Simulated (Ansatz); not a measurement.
# B2H (doublet): the correlation ladder at angle B2–B1–H3 = 142.3°, 6-31G

How much of the correlation energy of B2H (doublet) does each wave-function method recover here?

Program: Ansatz 0.2.0, Gaussian basis. Level of theory: 6-31G, core rule «outside noble gas», up to 2 orbitals frozen. These are calculated values, not measurements.

To be run: UHF; CCSD(T) on ROHF; CCSD(T) on UHF; BCCD(T) on ROHF; CISD; CCSDT(Q) on ROHF; CCSDT(Q) on UHF; CCSDTQ on ROHF; CCSDTQ on UHF; CASSCF and MRCISD+Q, 3 electrons in 3 orbitals; CASSCF and NEVPT2, 3 electrons in 3 orbitals; CASSCF and MRCISD+Q, 7 electrons in 9 orbitals; CASSCF and NEVPT2, 7 electrons in 9 orbitals; Full CI.

13 further runs of the same task are left out: 11 that didn't finish, 2 set aside as unsound or not needed.

## (1) The geometry

The geometry derives from a PBE0/def2-TZVP stationary point (not a proven minimum). One angle is set to the value named; bond lengths are kept.

3 atoms, charge 0, spin multiplicity 2.

Atoms are counted from 1 here; the program's logs count them from 0.

Bond lengths: B1–B2 1.523 Å, B1–H3 1.177 Å. Angles: B2–B1–H3 142.3°.

## (2) UHF

Input file in.yaml:

```yaml
crystal:
  periodic: [false, false, false]
  atoms:
    - {symbol: B, position_ang: [-0.251976, 0.000000, 0.638800]}
    - {symbol: B, position_ang: [0.240000, 0.000000, -0.802246]}
    - {symbol: H, position_ang: [0.128447, 0.000000, 1.753095]}
basis:
  gaussian: {orbitals: 6-31G}
magnetization: {spin_polarized: true, initial_magnetization: 1}
hamiltonian: {xc: hf}
output: {orbitals: {seedname: orbitals}}
```

Command:

```
$ ansatz run in.yaml --threads 1 --pin off --events-out ev --progress --plain --max-ram 2393MiB
```

The runs that follow: CCSD(T) on ROHF; CCSD(T) on UHF; BCCD(T) on ROHF; CISD; CCSDT(Q) on ROHF; CCSDT(Q) on UHF; CCSDTQ on ROHF; CCSDTQ on UHF; CASSCF and MRCISD+Q, 3 electrons in 3 orbitals; CASSCF and NEVPT2, 3 electrons in 3 orbitals; CASSCF and MRCISD+Q, 7 electrons in 9 orbitals; CASSCF and NEVPT2, 7 electrons in 9 orbitals; Full CI.

Q: Predict the results of all the runs planned. Wanted: FCI below the RHF energy; RMP2 from FCI; RCCSD from FCI; RCCSD(T) from FCI; RCCSDT(Q) from FCI; NEVPT2 valence from FCI; MRCISD+Q valence from FCI; T1 diagnostic; effectively unpaired electrons.

As calculated:

| quantity | value |
| --- | --- |
| FCI below the RHF energy | -3.4157 eV |
| RMP2 from FCI | +1514.0 meV |
| RCCSD from FCI | +336.0 meV |
| RCCSD(T) from FCI | +42.2 meV |
| RCCSDT(Q) from FCI | -5.9 meV |
| NEVPT2 valence from FCI | +231.0 meV |
| MRCISD+Q valence from FCI | +8.2 meV |
| levels within 1 kcal/mol (43 meV) | RCCSD(T), RCCSDT, RCCSDT(Q), RCCSDTQ, MRCISD valence, MRCISD+Q valence |
| T1 diagnostic | 0.144 |
| effectively unpaired electrons | 1.93 |

In words: RCCSD(T) lands +42.2 meV from the yardstick (1.2 % of the correlation energy). RCCSDT(Q) falls below full CI, which methods that aren't variational can do. The occupations show strong static correlation (1.9 unpaired electrons where one determinant has 1). Coupled cluster on one determinant still stays close here. Of the multireference levels listed MRCISD+Q valence comes nearest in total energy (+8.2 meV), which doesn't show that its space is the better one. Coupled cluster took another determinant than the lowest Hartree-Fock one. These misses are within one basis, not against nature.
